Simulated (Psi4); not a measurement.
Reaction (SMILES): [C](F)F (closed-shell singlet) + 3 [H][H] (H2) → C (CH4) + 2 F (HF)
B3LYP-D3(BJ)/def2-TZVP geometries, fixed; electronic energies without zero-point terms.
Largest species:
```
C
H 1 1.0892
H 1 1.0892 2 109.47
H 1 1.0892 2 109.47 3 120.00
H 1 1.0892 2 109.47 3 -120.00
```

Basis-set convergence of the energy of full hydrogenation at B3LYP with Psi4. Cartesian d functions, on some or all atoms, in 6-31+G*; all else is spherical. Density fitting with the program's default auxiliary sets. Psi4's default fitting sets serve the pcseg sets less well. No added dispersion term, no relativity. Functions are those of the species that has most. Reference: the value in aug-cc-pVQZ, -113.22 kcal/mol, itself unsure by roughly 0.82 kcal/mol (its mean distance from def2-QZVPPD, def2-QZVPP, cc-pVQZ). Deviations are taken from unrounded values.

| basis | functions | energy of full hydrogenation (kcal/mol) | minus reference (kcal/mol) |
|---|---|---|---|
| cc-pVDZ | 42 | -99.98 | 13.24 |
| def2-SV(P) | 42 | -83.55 | 29.67 |
| 6-31+G* | 57 | -106.30 | 6.92 |
| aug-pcseg-1 | 69 | -113.78 | -0.56 |
| 6-311++G(2d,2p) | 81 | -116.55 | -3.33 |
| pcseg-2 | 90 | -113.26 | -0.04 |
| 6-311++G(3df,3pd) | 117 | -113.38 | -0.16 |
| aug-cc-pVTZ | 138 | -113.27 | -0.04 |
| def2-QZVPP | 177 | -112.79 | 0.43 |
